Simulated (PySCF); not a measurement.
Calculated properties of formamide (`NC=O`)

Species: formamide, CH3NO.
Cartesian coordinates in Å at the GFN2-xTB level; atoms count from 1:
```
atom  x, y, z in Å
N1    -0.6804   -0.0528    0.0628
C2     0.6554    0.0513   -0.0700
O3     1.4143   -0.8789   -0.1149
H4    -1.0893   -0.9712    0.1314
H5    -1.2826    0.7488    0.1034
H6     0.9858    1.1048   -0.1343
```

Structural features include: amide.

From GFN2-xTB geometry:

```yaml
Point_group_of_the_GFN2-xTB_geometry: Cs
Rotational_constants_A_B_C_of_the_GFN2-xTB_geometry: 74.343, 11.559, 10.004 GHz
```

B3LYP/def2-SVPD ground state and vertical TDDFT (core frozen in the response) (PySCF):

```yaml
Dipole_moment: 4.01 D
HOMO_energy: -7.46 eV
LUMO_energy: 0.12 eV
HOMO–LUMO_gap: 7.58 eV
Lowest_singlet_excitation: 5.69 eV (218 nm, f = 0.001)
Strongest_line_among_the_8_lowest_singlet_transitions: S6 at 7.96 eV (156 nm, f = 0.319)
Lowest_triplet_excitation_Tamm–Dancoff: 5.18 eV
Static_isotropic_polarisability: 27.1 au
Electronic_spatial_extent_⟨r²⟩_about_the_centre_of_nuclear_charge: 145 bohr²
```

Monoisotopic mass (most abundant isotopes): 45.0215 u.

The largest Löwdin shares of the HOMO are 0.70 on O3, 0.15 on C2, 0.07 on H6 and 0.06 on N1. The rotational constants make it an asymmetric top with κ = (2B − A − C)/(A − C) = -0.95, nearer the prolate limit (−1). With B = h/(8π²I), that is 505.379 GHz u Å² over I, the principal moments of inertia are 6.8, 43.7 and 50.5 u Å² (most abundant isotopes); the inertial defect Ic − Ia − Ib is 0.0 u Å² (zero for a rigid planar frame, negative otherwise). No computed singlet falls in the visible range (750 to 380 nm, 1.65 to 3.26 eV); S1 lies 2.43 eV above its blue end. S1 lies 1.89 eV below the HOMO–LUMO gap; its leading configuration is HOMO→LUMO, weight 0.99. The principal polarisabilities are 19.0, 27.3 and 34.9 au; their mean is the isotropic value.

Isolated species at its GFN2-xTB geometry (one conformer only).
